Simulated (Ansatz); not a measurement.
Basis-set extrapolation for C₆H₆ (`C1=CC2C=CC12`) (PBE0-D4/def2-TZVP geometry, frozen core, Ansatz 0.2.0). Multiplicity 1, RHF reference.

```tsv
	def2-TZVPP	def2-QZVPP
HF	-230.648345	-230.658266
MP2 correlation	-0.955606	-1.015454
CCSD(T) correlation	-1.037120	not run
```

Energies in hartree. Use E(X) = E(∞) + A·exp(−7.88·√X) for Hartree–Fock and E(X) = E(∞) + B·X^(−2.97) for correlation, with X = 3 and 4, and add CCSD(T) minus MP2 of the smaller set to the MP2 limit.

Task: What is the CCSD(T) energy at the basis-set limit?

Result: HF limit: -230.658266 + (-0.009921) × 0.13774 = -230.65963. MP2 limit: -1.015454 + (-0.059848) × 0.74074 = -1.05979. Higher-order term: -1.037120 − (-0.955606) = -0.08151. Total: -231.80093 hartree, 303.2 kJ/mol below CCSD(T)/def2-TZVPP.
